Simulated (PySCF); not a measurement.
**Complexes of PH2F**

Gas-phase complexes of PH2F, each in one structure from a short search with a few starts, optimised by PBE0-D3(BJ)/def2-TZVPD; other ways of binding may lie lower. Energies in kcal/mol, CCSD(T) at its estimated basis limit, counterpoise-corrected (PySCF): interaction is complex less parts frozen as they stand in it. Contacts are written partner···PH2F; electrostatic, Pauli and orbital are terms of the uncorrected MP2 energy, whose rest is dispersion or correlation. The CCSD(T) estimate is Hartree-Fock/aug-cc-pVQZ, plus the MP2 correlation part extrapolated as X⁻³ from aug-cc-pVTZ and aug-cc-pVQZ, plus CCSD(T) less MP2 in aug-cc-pVDZ; noble-gas cores are frozen. It isn't the exact limit.

4 other partners are left out, for which the search missed the form known or expected to bind best.

No frequency run checks that these structures are minima. 3 further partners within 0.25 kcal/mol of a listed one are not ranked.

(1) Order these partners of PH2F by interaction energy, strongest first: formaldehyde, phosphine, ammonia, acetylene.

## Answers

(1) ammonia (-6.7), phosphine (-3.3), formaldehyde (-2.9), acetylene (-1.9).
| partner | contact | distance (Å) | interaction | electrostatic | Pauli | orbital |
| --- | --- | --- | --- | --- | --- | --- |
| ammonia | N···P | 2.54 | -6.7 | -21.9 | 30.1 | -10.0 |
| phosphine | P···P | 2.84 | -3.3 | -19.5 | 34.1 | -11.1 |
| formaldehyde | O···P | 3.14 | -2.9 | -3.9 | 3.7 | -1.0 |
| acetylene | H···F | 2.40 | -1.9 | -2.1 | 2.0 | -0.4 |
